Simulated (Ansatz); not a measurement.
# CH₃S, doublet: the ladder up to full CI

Geometry: MP2(full)/6-31G*, from the G2/97 set.

```xyz
5

C    -0.0021    1.2005    0.0000
S    -0.0021   -0.5983    0.0000
H     1.0451    1.5214    0.0000
H    -0.4774    1.6027    0.8952
H    -0.4774    1.6027   -0.8952
```

Basis STO-3G; Ansatz 0.2.0. Only valence electrons are correlated (noble-gas cores frozen), which leaves 13 electrons in 11 orbitals. Prefix R: restricted or restricted open-shell reference; prefix U: unrestricted. Active spaces: valence = (13e, 11o) chosen from the atoms' valence shells.

Full CI is exact within this basis and frozen core; it isn't the basis-set limit. The frozen core follows each run's orbitals, which can shift R against U totals by a few meV.

For open shells CISD and CISDTQ are restricted-active-space CI with the open shells as a complete middle space.

```
UHF ⟨S²⟩                          : 0.754
T1 diagnostic (RCCSD)             : 0.0069
largest doubles amplitude (RCCSD) : 0.102
T1 diagnostic (UCCSD)             : 0.0044
```

```csv
level,E − E(full CI) (kcal/mol),share of correlation (%),wall time
RHF,56.27,0.00,–
UHF,55.76,0.91,–
RMP2,15.00,73.35,–
UMP2,14.87,73.58,–
CISD,2.45,95.64,0.31 s
RCCSD,0.38,99.32,–
UCCSD,0.38,99.33,–
RCCSD(T),0.13,99.76,0.46 s
UCCSD(T),0.13,99.76,0.63 s
BCCD(T),0.14,99.75,0.85 s
RCCSDT,0.06,99.90,–
UCCSDT,0.05,99.90,–
CISDTQ,0.04,99.92,0.49 s
RCCSDT(Q),0.01,99.99,2.8 s
UCCSDT(Q),0.01,99.99,2.9 s
RCCSDTQ,0.00,100.00,35 s
UCCSDTQ,0.00,100.00,35 s
```

The correlation energy at full CI, counted from RHF, is -2.440 eV. That run took 0.88 s on 1 thread of AMD EPYC 7R13, shared host over 76,384 determinants.

Run but not shown, since their state or frozen core can't be matched to the reference's or they repeat it: CASSCF (valence space), NEVPT2 (valence space), MRCISD (valence space), MRCISD+Q (valence space).

Times hold each run's SCF and search for its determinant on a shared host, so for small cases they say little of a method's own cost; they ran on 1 thread of AMD EPYC 7R13.

The full-CI state has the irrep A' of Cs, in the program's axes.

Natural occupations of full CI about the gap: 1.984 1.975 1.974 1.964 1.001 0.038 0.024 0.023 0.021; effectively unpaired electrons, Σ n²(2−n)², 1.02.

Atomization energy (electronic, same basis, no zero-point term; atoms at the same level, unrestricted beside the R rows where the molecule is a closed shell, with restricted open-shell steps beyond CCSDT(Q)) at full CI: 1679.9 kJ/mol. Errors of other levels:

| level | error (kJ/mol) |
| --- | --- |
| RHF | -182.3 |
| UHF | -180.2 |
| RMP2 | -35.5 |
| UMP2 | -34.9 |
| CISD | -10.3 |
| RCCSD | -1.6 |
| UCCSD | -1.6 |
| RCCSD(T) | -0.6 |
| UCCSD(T) | -0.6 |
| BCCD(T) | -0.6 |
| RCCSDT | -0.2 |
| UCCSDT | -0.2 |
| CISDTQ | -0.2 |
| RCCSDT(Q) | 0.0 |
| UCCSDT(Q) | 0.0 |
| RCCSDTQ | 0.0 |
| UCCSDTQ | 0.0 |

This basis is far from its limit, so the value isn't to be set against a measured one. Truncated CI isn't size-consistent, which counts against it in atomization.
